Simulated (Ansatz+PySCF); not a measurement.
# doublet CS(+): levels of theory in one basis

```yaml
atoms:
  - { symbol: C, position_ang: [0.0000, 0.0000, -0.7180] }
  - { symbol: S, position_ang: [0.0000, 0.0000, 0.7180] }
```

Basis set: cc-pVTZ on C; cc-pV(T+d)Z on S (spherical functions). Correlated methods keep 6 orbitals frozen. Correlation on ROHF uses semicanonical orbitals with singles. Charge 1, multiplicity 2.

Computed with Ansatz (development build ahead of 0.2.0) and PySCF 2.14.0; each method stands on the lowest determinant of its kind that the runs found.

```csv
method,E − E(ROHF) (eV),<S²> of the determinant
ROHF,0.00,0.75
UHF,-0.53,1.30
ROHF-MP2,-7.44,–
UHF-CCSD,-7.93,1.30
ROHF-CCSD(T),-8.45,–
UHF-CCSD(T),-8.40,1.30
```

Problem. What does UHF-MP2 give on the same scale?

Solution. -6.74 eV.

Caution for UHF, UHF-MP2, UHF-CCSD, UHF-CCSD(T): the unrestricted determinant is spin contaminated. Caution for ROHF-MP2, UHF-MP2, UHF-CCSD, ROHF-CCSD(T), UHF-CCSD(T): large share of triples, a single reference is doubtful. Caution for ROHF-MP2, UHF-MP2: forces differ strongly between restricted and unrestricted references.
